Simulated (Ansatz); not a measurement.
Relaxation of ClH5NSi (8 atoms, charge 0, multiplicity 2), to a largest force component of 0.03 eV/Å in at most 50 steps.

Theory: UKS B3LYP-D4/6-31G* in Ansatz 0.2.0.

```xyz
8
Properties=species:S:1:pos:R:3
Si 0.003 0.013 -0.130
H 0.000 0.065 1.338
H 1.389 0.005 -0.658
H -0.749 1.155 -0.698
Cl -0.923 -1.752 -0.733
N -0.304 0.266 3.571
H -0.400 -0.743 3.753
H 0.670 0.445 3.857
```

Q: Where does it end, and by what steps?

A: The run converged. The force dipped under the threshold on the way, but the program's further checks kept it going. After 35 steps the energy has fallen by 0.162 eV; Cl5 moved furthest, 1.85 Å.

```
step  energy less start (eV)  largest force component (eV/Å)  accepted
   0                  0.0000                           0.274       yes
   2                 -0.0027                           0.162       yes
   4                 -0.0064                           0.077       yes
   6                 -0.0063                           0.071        no
   8                 -0.0085                           0.166       yes
  10                 -0.0096                           0.305        no
  12                 -0.0132                           0.058       yes
  14                 -0.0164                           0.327       yes
  16                 -0.0237                           0.026       yes
  18                 -0.0354                           0.368       yes
  20                 -0.0464                           0.184       yes
  22                 -0.0568                           0.133       yes
  24                 -0.0634                           0.057       yes
  26                 -0.0688                           0.484       yes
  28                 -0.1100                           0.130       yes
  30                 -0.1440                           0.284       yes
  32                 -0.1530                           0.563       yes
  34                 -0.1618                           0.036       yes
  35                 -0.1619                           0.008       yes
```

```xyz
8
Properties=species:S:1:pos:R:3
Si 0.246 0.198 0.104
H 1.294 0.935 0.840
H 0.617 0.138 -1.335
H -1.099 0.795 0.228
Cl 0.204 -1.804 0.727
N -0.473 0.048 2.963
H -1.333 -0.476 3.185
H 0.229 -0.381 3.585
```

Whether the end is a true minimum wasn't checked by a vibrational analysis.

The run took 2.3 min on 1 thread of Arm Neoverse V1 (shared host), peak memory 0.16 GiB.
